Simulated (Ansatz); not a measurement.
The first iterations of a band of CH₆AlCl (9 atoms, charge 0, multiplicity 1).

These are results of Ansatz 0.2.0, RKS PBE0/def2-SVP, not measurements.

| Item | Value |
| --- | --- |
| movable images | 9 |
| climbing image | yes |
| spring | 5.0 eV/Å² |
| optimiser | quadratic models (default) |
| start path | through a guess of the saddle point |
| force threshold | 0.05 eV/Å |
| iteration limit | 58 |
| end points | relaxed |

First end point:

```xyz
9
Properties=species:S:1:pos:R:3
Al 0.000 -0.013 0.262
C 0.041 0.298 2.208
H -0.892 -0.001 2.714
H 0.885 -0.207 2.708
H 0.165 1.377 2.410
H 1.369 -0.098 -0.555
H -1.360 0.227 -0.538
Cl -0.290 -2.676 0.577
H -0.422 -2.594 1.858
```

Last end point:

```xyz
9
Properties=species:S:1:pos:R:3
Al -0.080 -0.627 -0.206
C -0.022 -0.094 2.539
H -0.927 0.114 3.123
H 0.861 -0.143 3.189
H 0.125 0.727 1.820
H 1.389 -0.071 -0.373
H -1.399 0.229 -0.354
Cl -0.307 -2.739 -0.158
H -0.144 -1.085 2.065
```

| iteration | highest image above the first end (eV) | largest band force component (eV/Å) |
| --- | --- | --- |
| 1 | 1.460 | 7.944 |
| 2 | 0.537 | 2.331 |
| 3 | 0.234 | 1.324 |

Task: Does the band converge within its limit, and where does its top end?

Result: The forces met the threshold. It ended after 9 iterations with the highest image 0.174 eV above the first end. A vibrational analysis at the climbing image gives 2 clearly imaginary modes (476i, 50i cm⁻¹): a point of higher order. A lower path may pass nearby, or the ends, which weren't checked, may share the extra mode. The orbitals stay closed-shell, which can raise the energy where a bond breaks towards radicals; this wasn't checked here.

Run time: 3.3 min on 1 thread of Arm Neoverse V2, on a shared host, peak memory 0.16 GiB.
